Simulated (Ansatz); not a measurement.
How far each method lies from full CI for HAlB, quartet

Geometry: a point of a stretch scan, not a stationary point.

```xyz
3

B     0.0000    0.0000   -1.5343
Al    0.0000    0.0000   -0.0213
H     0.0000    0.0000    1.5557
```

Basis 6-31G; Ansatz 0.2.0. Only valence electrons are correlated (noble-gas cores frozen), which leaves 7 electrons in 18 orbitals. R marks a restricted (for open shells ROHF) determinant, U an unrestricted one. Active spaces: valence = (7e, 9o) chosen from the atoms' valence shells; pair = (5e, 5o) about the gap.

Full CI is exact within this basis and frozen core; it isn't the basis-set limit. The frozen core follows each run's orbitals, which can shift R against U totals by a few meV.

For open shells CISD and CISDTQ are restricted-active-space CI with the open shells as a complete middle space.

```
UHF ⟨S²⟩                          : 3.753
T1 diagnostic (RCCSD)             : 0.0210
largest doubles amplitude (RCCSD) : 0.060
T1 diagnostic (UCCSD)             : 0.0190
```

```json
{"level": "RHF", "E − E(full CI) (meV)": "1987", "share of correlation (%)": "0.00", "wall time": "–"}
{"level": "UHF", "E − E(full CI) (meV)": "1965", "share of correlation (%)": "1.12", "wall time": "–"}
{"level": "RMP2", "E − E(full CI) (meV)": "598", "share of correlation (%)": "69.89", "wall time": "–"}
{"level": "UMP2", "E − E(full CI) (meV)": "594", "share of correlation (%)": "70.12", "wall time": "–"}
{"level": "CISD", "E − E(full CI) (meV)": "108", "share of correlation (%)": "94.55", "wall time": "1.1 s"}
{"level": "RCCSD", "E − E(full CI) (meV)": "64", "share of correlation (%)": "96.80", "wall time": "–"}
{"level": "UCCSD", "E − E(full CI) (meV)": "63", "share of correlation (%)": "96.83", "wall time": "–"}
{"level": "RCCSD(T)", "E − E(full CI) (meV)": "22", "share of correlation (%)": "98.91", "wall time": "0.54 s"}
{"level": "UCCSD(T)", "E − E(full CI) (meV)": "21", "share of correlation (%)": "98.94", "wall time": "0.48 s"}
{"level": "BCCD(T)", "E − E(full CI) (meV)": "22", "share of correlation (%)": "98.90", "wall time": "0.66 s"}
{"level": "RCCSDT", "E − E(full CI) (meV)": "4", "share of correlation (%)": "99.82", "wall time": "–"}
{"level": "UCCSDT", "E − E(full CI) (meV)": "3", "share of correlation (%)": "99.84", "wall time": "–"}
{"level": "CISDTQ", "E − E(full CI) (meV)": "2", "share of correlation (%)": "99.91", "wall time": "11 s"}
{"level": "RCCSDT(Q)", "E − E(full CI) (meV)": "1", "share of correlation (%)": "99.96", "wall time": "2.9 s"}
{"level": "UCCSDT(Q)", "E − E(full CI) (meV)": "0", "share of correlation (%)": "99.99", "wall time": "2.6 s"}
{"level": "RCCSDTQ", "E − E(full CI) (meV)": "0", "share of correlation (%)": "100.00", "wall time": "19 s"}
{"level": "UCCSDTQ", "E − E(full CI) (meV)": "0", "share of correlation (%)": "100.02", "wall time": "19 s"}
{"level": "CASSCF (pair space)", "E − E(full CI) (meV)": "1566", "share of correlation (%)": "21.19", "wall time": "–"}
{"level": "NEVPT2 (pair space)", "E − E(full CI) (meV)": "569", "share of correlation (%)": "71.37", "wall time": "0.39 s"}
{"level": "MRCISD (pair space)", "E − E(full CI) (meV)": "93", "share of correlation (%)": "95.30", "wall time": "–"}
{"level": "MRCISD+Q (pair space)", "E − E(full CI) (meV)": "17", "share of correlation (%)": "99.17", "wall time": "0.9 s"}
{"level": "CASSCF (valence space)", "E − E(full CI) (meV)": "592", "share of correlation (%)": "70.22", "wall time": "–"}
{"level": "NEVPT2 (valence space)", "E − E(full CI) (meV)": "183", "share of correlation (%)": "90.80", "wall time": "3.6 s"}
{"level": "NEVPT4(SD) (valence space)", "E − E(full CI) (meV)": "29", "share of correlation (%)": "98.52", "wall time": "6 s"}
{"level": "MRCISD (valence space)", "E − E(full CI) (meV)": "18", "share of correlation (%)": "99.10", "wall time": "–"}
{"level": "MRCISD+Q (valence space)", "E − E(full CI) (meV)": "8", "share of correlation (%)": "99.61", "wall time": "6 s"}
```

The correlation energy at full CI, counted from RHF, is -1.987 eV. That run took 6 s on 1 thread of Arm Neoverse N1, shared host over 331,072 determinants.

Times hold each run's SCF and search for its determinant on a shared host, so for small cases they say little of a method's own cost; they ran on 1 thread of Arm Neoverse N1.

The full-CI state has the irrep A2 of C2v, in the program's axes (one component, if the state is degenerate).

Natural occupations of full CI about the gap: 1.966 1.950 0.989 0.985 0.985 0.042 0.024 0.024 0.010 0.005; effectively unpaired electrons, Σ n²(2−n)², 3.03.
